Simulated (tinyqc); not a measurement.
Inside a calculation (part 1 of 2). Method: MP2 on RHF in the sto-3g basis, for CH3-, spin multiplicity 1. The basis has no diffuse functions, so it cannot describe the extra electron: this is an exercise in the method, not the real anion. Computed by tinyqc, a small Python program that keeps every step (integrals from PySCF). Settings: charge = -1, multiplicity = 1, basis = sto-3g, method = RHF, energy threshold = 1e-10, iteration cap = 55, orthogonalisation = symmetric, start = core, DIIS depth = 6. Command: `OMP_NUM_THREADS=1 python tinyqc.py 20677 20678 out.jsonl` (the two numbers bound the seeds that draw the settings). One thread of a shared host (Intel(R) Xeon(R) Processor @ 2.60GHz), about 0.2 s of CPU time with the checks. The early iterations of the SCF are left out here.

## One-electron integrals

Geometry (angstrom):
```
atom         x         y        z
C      0.00000   0.00000  0.03100
H      1.18300   0.00000  0.00000
H     -0.59200   1.02500  0.00000
H     -0.59200  -1.02500  0.00000
```

Basis sto-3g: exponents (1/bohr^2) and contraction coefficients of normalised primitives:
```
element  l (shell)  exponent  coefficient
C            s (1)  71.61684      0.15433
C            s (1)  13.04510      0.53533
C            s (1)   3.53051      0.44463
C            s (2)   2.94125     -0.09997
C            s (2)   0.68348      0.39951
C            s (2)   0.22229      0.70012
C            p (3)   2.94125      0.15592
C            p (3)   0.68348      0.60768
C            p (3)   0.22229      0.39196
H            s (1)   3.42525      0.15433
H            s (1)   0.62391      0.53533
H            s (1)   0.16886      0.44463
```

Overlap, kinetic and nuclear-attraction integrals over the contracted functions; the nuclear repulsion is the sum of Za Zb / Rab.

nuclear repulsion = 8.8203810 hartree

overlap S, order 1C 1s, 1C 2s, 1C 2px, 1C 2py, 1C 2pz, 2H 1s, 3H 1s, 4H 1s:
```
[[1.00000, 0.24836, 0.00000, 0.00000, 0.00000, 0.05010, 0.05002, 0.05002],
 [0.24836, 1.00000, 0.00000, 0.00000, 0.00000, 0.43839, 0.43802, 0.43802],
 [0.00000, 0.00000, 1.00000, 0.00000, 0.00000, 0.43344, -0.21665, -0.21665],
 [0.00000, 0.00000, 0.00000, 1.00000, 0.00000, 0.00000, 0.37512, -0.37512],
 [0.00000, 0.00000, 0.00000, 0.00000, 1.00000, -0.01136, -0.01135, -0.01135],
 [0.05010, 0.43839, 0.43344, 0.00000, -0.01136, 1.00000, 0.10982, 0.10982],
 [0.05002, 0.43802, -0.21665, 0.37512, -0.01135, 0.10982, 1.00000, 0.10976],
 [0.05002, 0.43802, -0.21665, -0.37512, -0.01135, 0.10982, 0.10976, 1.00000]]
```

kinetic energy T (hartree), order 1C 1s, 1C 2s, 1C 2px, 1C 2py, 1C 2pz, 2H 1s, 3H 1s, 4H 1s:
```
[[15.89112, -0.08589, 0.00000, 0.00000, 0.00000, -0.01222, -0.01222, -0.01222],
 [-0.08589, 0.47225, 0.00000, 0.00000, 0.00000, 0.07894, 0.07875, 0.07875],
 [0.00000, 0.00000, 1.47773, 0.00000, 0.00000, 0.20703, -0.10336, -0.10336],
 [0.00000, 0.00000, 0.00000, 1.47773, 0.00000, 0.00000, 0.17896, -0.17896],
 [0.00000, 0.00000, 0.00000, 0.00000, 1.47773, -0.00543, -0.00541, -0.00541],
 [-0.01222, 0.07894, 0.20703, 0.00000, -0.00543, 0.76003, -0.01063, -0.01063],
 [-0.01222, 0.07875, -0.10336, 0.17896, -0.00541, -0.01063, 0.76003, -0.01063],
 [-0.01222, 0.07875, -0.10336, -0.17896, -0.00541, -0.01063, -0.01063, 0.76003]]
```

nuclear attraction V (hartree), order 1C 1s, 1C 2s, 1C 2px, 1C 2py, 1C 2pz, 2H 1s, 3H 1s, 4H 1s:
```
[[-34.99372, -4.52528, -0.00001, 0.00000, 0.00113, -0.92647, -0.92500, -0.92500],
 [-4.52528, -6.50621, -0.00009, 0.00000, 0.01200, -2.36239, -2.35991, -2.35991],
 [-0.00001, -0.00009, -6.51791, 0.00000, 0.00000, -2.15604, 1.07740, 1.07740],
 [0.00000, 0.00000, 0.00000, -6.51772, 0.00000, 0.00000, -1.86544, 1.86544],
 [0.00113, 0.01200, 0.00000, 0.00000, -6.35630, 0.05903, 0.05895, 0.05895],
 [-0.92647, -2.36239, -2.15604, 0.00000, 0.05903, -4.38583, -0.53911, -0.53911],
 [-0.92500, -2.35991, 1.07740, -1.86544, 0.05895, -0.53911, -4.38439, -0.53872],
 [-0.92500, -2.35991, 1.07740, 1.86544, 0.05895, -0.53911, -0.53872, -4.38439]]
```

core Hamiltonian H = T + V (hartree), order 1C 1s, 1C 2s, 1C 2px, 1C 2py, 1C 2pz, 2H 1s, 3H 1s, 4H 1s:
```
[[-19.10260, -4.61117, -0.00001, 0.00000, 0.00113, -0.93869, -0.93722, -0.93722],
 [-4.61117, -6.03396, -0.00009, 0.00000, 0.01200, -2.28345, -2.28116, -2.28116],
 [-0.00001, -0.00009, -5.04018, 0.00000, 0.00000, -1.94901, 0.97404, 0.97404],
 [0.00000, 0.00000, 0.00000, -5.03999, 0.00000, 0.00000, -1.68647, 1.68647],
 [0.00113, 0.01200, 0.00000, 0.00000, -4.87858, 0.05361, 0.05354, 0.05354],
 [-0.93869, -2.28345, -1.94901, 0.00000, 0.05361, -3.62580, -0.54973, -0.54973],
 [-0.93722, -2.28116, 0.97404, -1.68647, 0.05354, -0.54973, -3.62436, -0.54935],
 [-0.93722, -2.28116, 0.97404, 1.68647, 0.05354, -0.54973, -0.54935, -3.62436]]
```

## Two-electron integrals

Functions are numbered as in S; the eight-fold symmetry (ij|kl) = (ji|kl) = (kl|ij) leaves the list below.

Two-electron integrals (ij|kl) in chemists' order, unique and non-zero (hartree):
```
(11|11) 3.54195     (21|11) 0.57692     (21|21) 0.11189     (22|11) 0.85468
(22|21) 0.20528     (22|22) 0.62471     (31|31) 0.02030     (32|31) 0.03086
(32|32) 0.13800     (33|11) 0.85244     (33|21) 0.20534     (33|22) 0.62457
(33|33) 0.67283     (41|41) 0.02030     (42|41) 0.03086     (42|42) 0.13800
(43|43) 0.03627     (44|11) 0.85244     (44|21) 0.20534     (44|22) 0.62457
(44|33) 0.60030     (44|44) 0.67283     (51|51) 0.02030     (52|51) 0.03086
(52|52) 0.13800     (53|53) 0.03627     (54|54) 0.03627     (55|11) 0.85244
(55|21) 0.20534     (55|22) 0.62457     (55|33) 0.60030     (55|44) 0.60030
(55|55) 0.67283     (61|11) 0.11701     (61|21) 0.02256     (61|22) 0.04134
(61|31) 0.00137     (61|32) 0.00256     (61|33) 0.04164     (61|44) 0.04120
(61|51) -3.60e-05   (61|52) -0.00007    (61|53) -1.15e-05   (61|55) 0.04120
(61|61) 0.00465     (62|11) 0.28691     (62|21) 0.06986     (62|22) 0.23470
(62|31) 0.00665     (62|32) 0.04627     (62|33) 0.24584     (62|44) 0.22901
(62|51) -0.00017    (62|52) -0.00121    (62|53) -0.00044    (62|55) 0.22902
(62|61) 0.01470     (62|62) 0.11663     (63|11) 0.24678     (63|21) 0.06086
(63|22) 0.21678     (63|31) 0.01206     (63|32) 0.07687     (63|33) 0.23834
(63|44) 0.20587     (63|51) -0.00013    (63|52) -0.00104    (63|53) -0.00062
(63|55) 0.20588     (63|61) 0.01340     (63|62) 0.12791     (63|63) 0.15188
(64|41) 0.00703     (64|42) 0.03729     (64|43) 0.00899     (64|54) -0.00024
(64|64) 0.01414     (65|11) -0.00647    (65|21) -0.00159    (65|22) -0.00568
(65|31) -0.00013    (65|32) -0.00104    (65|33) -0.00577    (65|44) -0.00539
(65|51) 0.00703     (65|52) 0.03732     (65|53) 0.00900     (65|55) -0.00587
(65|61) -0.00035    (65|62) -0.00335    (65|63) -0.00361    (65|65) 0.01424
(66|11) 0.44004     (66|21) 0.10897     (66|22) 0.41664     (66|31) 0.01287
(66|32) 0.12081     (66|33) 0.46012     (66|44) 0.39461     (66|51) -0.00034
(66|52) -0.00317    (66|53) -0.00172    (66|55) 0.39466     (66|61) 0.02325
(66|62) 0.26354     (66|63) 0.31899     (66|65) -0.00836    (66|66) 0.77461
(71|11) 0.11683     (71|21) 0.02253     (71|22) 0.04128     (71|31) -0.00069
(71|32) -0.00128    (71|33) 0.04124     (71|41) 0.00119     (71|42) 0.00222
(71|43) -0.00019    (71|44) 0.04146     (71|51) -3.59e-05   (71|52) -0.00007
(71|53) 5.75e-06    (71|54) -9.95e-06   (71|55) 0.04113     (71|61) 0.00449
(71|62) 0.01376     (71|63) 0.01172     (71|64) 0.00048     (71|65) -0.00033
(71|66) 0.02135     (71|71) 0.00464     (72|11) 0.28660     (72|21) 0.06979
(72|22) 0.23446     (72|31) -0.00332    (72|32) -0.02312    (72|33) 0.23298
(72|41) 0.00575     (72|42) 0.04003     (72|43) -0.00728    (72|44) 0.24139
(72|51) -0.00017    (72|52) -0.00121    (72|53) 0.00022     (72|54) -0.00038
(72|55) 0.22879     (72|61) 0.01377     (72|62) 0.08209     (72|63) 0.07070
(72|64) 0.00972     (72|65) -0.00229    (72|66) 0.14362     (72|71) 0.01467
(72|72) 0.11642     (73|11) -0.12332    (73|21) -0.03041    (73|22) -0.10833
(73|31) 0.00827     (73|32) 0.04714     (73|33) -0.11368    (73|41) -0.00218
(73|42) -0.01713    (73|43) 0.01091     (73|44) -0.10831    (73|51) 0.00007
(73|52) 0.00052     (73|53) -0.00033    (73|54) 0.00016     (73|55) -0.10289
(73|61) -0.00545    (73|62) -0.02695    (73|63) -0.01493    (73|64) -0.00234
(73|65) 0.00074     (73|66) -0.03927    (73|71) -0.00668    (73|72) -0.06387
(73|73) 0.04852     (74|11) 0.21351     (74|21) 0.05266     (74|22) 0.18757
(74|31) -0.00218    (74|32) -0.01713    (74|33) 0.18127     (74|41) 0.01079
(74|42) 0.06690     (74|43) -0.00992    (74|44) 0.20309     (74|51) -0.00011
(74|52) -0.00090    (74|53) 0.00016     (74|54) -0.00052    (74|55) 0.17815
(74|61) 0.01040     (74|62) 0.06610     (74|63) 0.05665     (74|64) 0.01645
(74|65) -0.00181    (74|66) 0.11631     (74|71) 0.01157     (74|72) 0.11059
(74|73) -0.05957    (74|74) 0.11726     (75|11) -0.00646    (75|21) -0.00159
(75|22) -0.00567    (75|31) 0.00007     (75|32) 0.00052     (75|33) -0.00548
(75|41) -0.00011    (75|42) -0.00090    (75|43) 0.00016     (75|44) -0.00567
(75|51) 0.00702     (75|52) 0.03728     (75|53) -0.00450    (75|54) 0.00779
(75|55) -0.00586    (75|61) -0.00033    (75|62) -0.00229    (75|63) -0.00194
(75|64) -0.00026    (75|65) 0.00932     (75|66) -0.00425    (75|71) -0.00035
(75|72) -0.00334    (75|73) 0.00180     (75|74) -0.00312    (75|75) 0.01421
(76|11) 0.06438     (76|21) 0.01573     (76|22) 0.05467     (76|31) 0.00062
(76|32) 0.00462     (76|33) 0.05516     (76|41) 0.00108     (76|42) 0.00801
(76|43) 0.00034     (76|44) 0.05555     (76|51) -0.00007    (76|52) -0.00048
(76|53) -0.00007    (76|54) -0.00011    (76|55) 0.05325     (76|61) 0.00323
(76|62) 0.02415     (76|63) 0.02457     (76|64) 0.00263     (76|65) -0.00076
(76|66) 0.05079     (76|71) 0.00322     (76|72) 0.02413     (76|73) -0.01001
(76|74) 0.02258     (76|75) -0.00076    (76|76) 0.00617     (77|11) 0.43980
(77|21) 0.10892     (77|22) 0.41646     (77|31) -0.00643    (77|32) -0.06039
(77|33) 0.41083     (77|41) 0.01113     (77|42) 0.10456     (77|43) -0.02835
(77|44) 0.44354     (77|51) -0.00034    (77|52) -0.00316    (77|53) 0.00086
(77|54) -0.00148    (77|55) 0.39450     (77|61) 0.02138     (77|62) 0.14371
(77|63) 0.12040     (77|64) 0.02418     (77|65) -0.00425    (77|66) 0.25745
(77|71) 0.02321     (77|72) 0.26327     (77|73) -0.15940    (77|74) 0.27599
(77|75) -0.00835    (77|76) 0.05079     (77|77) 0.77461     (81|11) 0.11683
(81|21) 0.02253     (81|22) 0.04128     (81|31) -0.00069    (81|32) -0.00128
(81|33) 0.04124     (81|41) -0.00119    (81|42) -0.00222    (81|43) 0.00019
(81|44) 0.04146     (81|51) -3.59e-05   (81|52) -0.00007    (81|53) 5.75e-06
(81|54) 9.95e-06    (81|55) 0.04113     (81|61) 0.00449     (81|62) 0.01376
(81|63) 0.01172     (81|64) -0.00048    (81|65) -0.00033    (81|66) 0.02135
(81|71) 0.00449     (81|72) 0.01375     (81|73) -0.00628    (81|74) 0.00990
(81|75) -0.00033    (81|76) 0.00306     (81|77) 0.02134     (81|81) 0.00464
(82|11) 0.28660     (82|21) 0.06979     (82|22) 0.23446     (82|31) -0.00332
(82|32) -0.02312    (82|33) 0.23298     (82|41) -0.00575    (82|42) -0.04003
(82|43) 0.00728     (82|44) 0.24139     (82|51) -0.00017    (82|52) -0.00121
(82|53) 0.00022     (82|54) 0.00038     (82|55) 0.22879     (82|61) 0.01377
(82|62) 0.08209     (82|63) 0.07070     (82|64) -0.00972    (82|65) -0.00229
(82|66) 0.14362     (82|71) 0.01375     (82|72) 0.08202     (82|73) -0.04375
(82|74) 0.05633     (82|75) -0.00229    (82|76) 0.01818     (82|77) 0.14358
(82|81) 0.01467     (82|82) 0.11642     (83|11) -0.12332    (83|21) -0.03041
(83|22) -0.10833    (83|31) 0.00827     (83|32) 0.04714     (83|33) -0.11368
(83|41) 0.00218     (83|42) 0.01713     (83|43) -0.01091    (83|44) -0.10831
(83|51) 0.00007     (83|52) 0.00052     (83|53) -0.00033    (83|54) -0.00016
(83|55) -0.10289    (83|61) -0.00545    (83|62) -0.02695    (83|63) -0.01493
(83|64) 0.00234     (83|65) 0.00074     (83|66) -0.03927    (83|71) -0.00628
(83|72) -0.04375    (83|73) 0.03211     (83|74) -0.02948    (83|75) 0.00120
(83|76) -0.00749    (83|77) -0.08111    (83|81) -0.00668    (83|82) -0.06387
(83|83) 0.04852     (84|11) -0.21351    (84|21) -0.05266    (84|22) -0.18757
(84|31) 0.00218     (84|32) 0.01713     (84|33) -0.18127    (84|41) 0.01079
(84|42) 0.06690     (84|43) -0.00992    (84|44) -0.20309    (84|51) 0.00011
(84|52) 0.00090     (84|53) -0.00016    (84|54) -0.00052    (84|55) -0.17815
(84|61) -0.01040    (84|62) -0.06610    (84|63) -0.05665    (84|64) 0.01645
(84|65) 0.00181     (84|66) -0.11631    (84|71) -0.00990    (84|72) -0.05633
(84|73) 0.02948     (84|74) -0.03057    (84|75) 0.00154     (84|76) -0.01296
(84|77) -0.09212    (84|81) -0.01157    (84|82) -0.11059    (84|83) 0.05957
(84|84) 0.11726     (85|11) -0.00646    (85|21) -0.00159    (85|22) -0.00567
(85|31) 0.00007     (85|32) 0.00052     (85|33) -0.00548    (85|41) 0.00011
(85|42) 0.00090     (85|43) -0.00016    (85|44) -0.00567    (85|51) 0.00702
(85|52) 0.03728     (85|53) -0.00450    (85|54) -0.00779    (85|55) -0.00586
(85|61) -0.00033    (85|62) -0.00229    (85|63) -0.00194    (85|64) 0.00026
(85|65) 0.00932     (85|66) -0.00425    (85|71) -0.00033    (85|72) -0.00229
(85|73) 0.00120     (85|74) -0.00154    (85|75) 0.00931     (85|76) -0.00056
(85|77) -0.00425    (85|81) -0.00035    (85|82) -0.00334    (85|83) 0.00180
(85|84) 0.00312     (85|85) 0.01421     (86|11) 0.06438     (86|21) 0.01573
(86|22) 0.05467     (86|31) 0.00062     (86|32) 0.00462     (86|33) 0.05516
(86|41) -0.00108    (86|42) -0.00801    (86|43) -0.00034    (86|44) 0.05555
(86|51) -0.00007    (86|52) -0.00048    (86|53) -0.00007    (86|54) 0.00011
(86|55) 0.05325     (86|61) 0.00323     (86|62) 0.02415     (86|63) 0.02457
(86|64) -0.00263    (86|65) -0.00076    (86|66) 0.05079     (86|71) 0.00306
(86|72) 0.01818     (86|73) -0.00749    (86|74) 0.01296     (86|75) -0.00056
(86|76) 0.00485     (86|77) 0.03146     (86|81) 0.00322     (86|82) 0.02413
(86|83) -0.01001    (86|84) -0.02258    (86|85) -0.00076    (86|86) 0.00617
(87|11) 0.06433     (87|21) 0.01572     (87|22) 0.05464     (87|31) -0.00125
(87|32) -0.00925    (87|33) 0.05571     (87|44) 0.05493     (87|51) -0.00007
(87|52) -0.00048    (87|53) 0.00013     (87|55) 0.05321     (87|61) 0.00306
(87|62) 0.01818     (87|63) 0.01497     (87|65) -0.00056    (87|66) 0.03145
(87|71) 0.00322     (87|72) 0.02411     (87|73) -0.01455    (87|74) 0.01994
(87|75) -0.00076    (87|76) 0.00485     (87|77) 0.05076     (87|81) 0.00322
(87|82) 0.02411     (87|83) -0.01455    (87|84) -0.01994    (87|85) -0.00076
(87|86) 0.00485     (87|87) 0.00616     (88|11) 0.43980     (88|21) 0.10892
(88|22) 0.41646     (88|31) -0.00643    (88|32) -0.06039    (88|33) 0.41083
(88|41) -0.01113    (88|42) -0.10456    (88|43) 0.02835     (88|44) 0.44354
(88|51) -0.00034    (88|52) -0.00316    (88|53) 0.00086     (88|54) 0.00148
(88|55) 0.39450     (88|61) 0.02138     (88|62) 0.14371     (88|63) 0.12040
(88|64) -0.02418    (88|65) -0.00425    (88|66) 0.25745     (88|71) 0.02134
(88|72) 0.14358     (88|73) -0.08111    (88|74) 0.09212     (88|75) -0.00425
(88|76) 0.03146     (88|77) 0.25741     (88|81) 0.02321     (88|82) 0.26327
(88|83) -0.15940    (88|84) -0.27599    (88|85) -0.00835    (88|86) 0.05079
(88|87) 0.05076     (88|88) 0.77461
```

## Orthogonalisation

S = U s U^T; symmetric (Loewdin) form X = U s^(-1/2) U^T, so that X^T S X = 1.

eigenvalues of S: [0.31638, 0.41145, 0.41179, 0.96880, 1.00120, 1.47845, 1.47871, 1.93322]

X, order 1C 1s, 1C 2s, 1C 2px, 1C 2py, 1C 2pz, 2H 1s, 3H 1s, 4H 1s:
```
[[1.02801, -0.16056, -0.00001, 0.00000, 0.00079, 0.02427, 0.02425, 0.02425],
 [-0.16056, 1.33005, 0.00018, 0.00000, -0.00773, -0.28753, -0.28713, -0.28713],
 [-0.00001, 0.00018, 1.15276, 0.00000, -0.00001, -0.29921, 0.14949, 0.14949],
 [0.00000, 0.00000, 0.00000, 1.15252, 0.00000, 0.00000, -0.25880, 0.25880],
 [0.00079, -0.00773, -0.00001, 0.00000, 1.00020, 0.00730, 0.00729, 0.00729],
 [0.02427, -0.28753, -0.29921, 0.00000, 0.00730, 1.20394, -0.02475, -0.02475],
 [0.02425, -0.28713, 0.14949, -0.25880, 0.00729, -0.02475, 1.20353, -0.02472],
 [0.02425, -0.28713, 0.14949, 0.25880, 0.00729, -0.02475, -0.02472, 1.20353]]
```

## Starting guess

The start is the orbitals of the core Hamiltonian; D = 2 C_occ C_occ^T.

D at the start, order 1C 1s, 1C 2s, 1C 2px, 1C 2py, 1C 2pz, 2H 1s, 3H 1s, 4H 1s:
```
[[2.15508, -0.67031, -0.00005, 0.00000, 0.00398, 0.08040, 0.08033, 0.08033],
 [-0.67031, 2.86832, 0.00039, 0.00000, -0.02270, -0.32241, -0.32212, -0.32212],
 [-0.00005, 0.00039, 2.47405, 0.00000, -0.00002, -0.44795, 0.22385, 0.22385],
 [0.00000, 0.00000, 0.00000, 2.47336, 0.00000, 0.00000, -0.38752, 0.38752],
 [0.00398, -0.02270, -0.00002, 0.00000, 2.00066, 0.01198, 0.01196, 0.01196],
 [0.08040, -0.32241, -0.44795, 0.00000, 0.01198, 0.11739, -0.00427, -0.00427],
 [0.08033, -0.32212, 0.22385, -0.38752, 0.01196, -0.00427, 0.11721, -0.00422],
 [0.08033, -0.32212, 0.22385, 0.38752, 0.01196, -0.00427, -0.00422, 0.11721]]
```

## Iteration 8 (converged): orbitals

converged F (hartree), order 1C 1s, 1C 2s, 1C 2px, 1C 2py, 1C 2pz, 2H 1s, 3H 1s, 4H 1s:
```
[[-10.38899, -2.82356, 0.00000, 0.00000, 0.00262, -0.58128, -0.58038, -0.58038],
 [-2.82356, -0.95504, -0.00017, 0.00000, 0.00395, -0.44415, -0.44371, -0.44371],
 [0.00000, -0.00017, 0.31590, 0.00000, 0.00001, -0.22639, 0.11317, 0.11317],
 [0.00000, 0.00000, 0.00000, 0.31623, 0.00000, 0.00000, -0.19598, 0.19598],
 [0.00262, 0.00395, 0.00001, 0.00000, 0.22205, 0.00883, 0.00883, 0.00883],
 [-0.58128, -0.44415, -0.22639, 0.00000, 0.00883, -0.04679, -0.11778, -0.11778],
 [-0.58038, -0.44371, 0.11317, -0.19598, 0.00883, -0.11778, -0.04635, -0.11767],
 [-0.58038, -0.44371, 0.11317, 0.19598, 0.00883, -0.11778, -0.11767, -0.04635]]
```

Diagonalise F' = X^T F X, C = X C', fill 5 alpha and 5 beta electrons from the bottom; D = 2 C_occ C_occ^T. Each column has its largest component positive (the first on a tie).

F' = X^T F X (hartree):
```
[[-10.14867, -1.59201, 0.00002, 0.00000, 0.00463, -0.06482, -0.06454, -0.06454],
 [-1.59201, 0.03572, 0.00007, 0.00000, -0.01148, -0.39438, -0.39395, -0.39395],
 [0.00002, 0.00007, 0.66352, 0.00000, 0.00000, -0.48613, 0.24298, 0.24298],
 [0.00000, 0.00000, 0.00000, 0.66343, 0.00000, 0.00000, -0.42067, 0.42067],
 [0.00463, -0.01148, 0.00000, 0.00000, 0.22252, 0.01314, 0.01312, 0.01312],
 [-0.06482, -0.39438, -0.48613, 0.00000, 0.01314, 0.35750, -0.04194, -0.04194],
 [-0.06454, -0.39395, 0.24298, -0.42067, 0.01312, -0.04194, 0.35728, -0.04186],
 [-0.06454, -0.39395, 0.24298, 0.42067, 0.01312, -0.04194, -0.04186, 0.35728]]
```

orbital energies (hartree): [-10.39603, -0.37954, -0.07833, -0.07813, 0.22177, 0.93688, 1.14071, 1.14124]

coefficients C, order 1C 1s, 1C 2s, 1C 2px, 1C 2py, 1C 2pz, 2H 1s, 3H 1s, 4H 1s:
```
[[0.99226, -0.20706, 0.00005, 0.00000, -0.00969, -0.23835, 0.00000, -0.00031],
 [0.03367, 0.59373, -0.00025, 0.00000, 0.04435, 1.29878, 0.00000, 0.00200],
 [0.00000, 0.00017, 0.43575, 0.00000, 0.00000, -0.00125, 0.00000, 1.12836],
 [0.00000, 0.00000, 0.00000, 0.43572, 0.00000, 0.00000, 1.12801, 0.00000],
 [-0.00045, -0.00905, -0.00001, 0.00000, 0.99907, -0.04878, 0.00000, -0.00007],
 [-0.00634, 0.26854, 0.59496, 0.00000, -0.01254, -0.67386, 0.00000, -0.86208],
 [-0.00633, 0.26817, -0.29776, 0.51549, -0.01254, -0.67491, -0.74535, 0.42961],
 [-0.00633, 0.26817, -0.29776, -0.51549, -0.01254, -0.67491, 0.74535, 0.42961]]
```

D after iteration 8, order 1C 1s, 1C 2s, 1C 2px, 1C 2py, 1C 2pz, 2H 1s, 3H 1s, 4H 1s:
```
[[2.05508, -0.17992, -0.00002, 0.00000, -0.01651, -0.12349, -0.12341, -0.12341],
 [-0.17992, 0.71122, -0.00001, 0.00000, 0.07785, 0.31703, 0.31705, 0.31705],
 [-0.00002, -0.00001, 0.37976, 0.00000, 0.00000, 0.51860, -0.25941, -0.25941],
 [0.00000, 0.00000, 0.00000, 0.37971, 0.00000, 0.00000, 0.44922, -0.44922],
 [-0.01651, 0.07785, 0.00000, 0.00000, 1.99646, -0.02991, -0.02991, -0.02991],
 [-0.12349, 0.31703, 0.51860, 0.00000, -0.02991, 0.85257, -0.20989, -0.20989],
 [-0.12341, 0.31705, -0.25941, 0.44922, -0.02991, -0.20989, 0.85301, -0.20992],
 [-0.12341, 0.31705, -0.25941, -0.44922, -0.02991, -0.20989, -0.20992, 0.85301]]
```
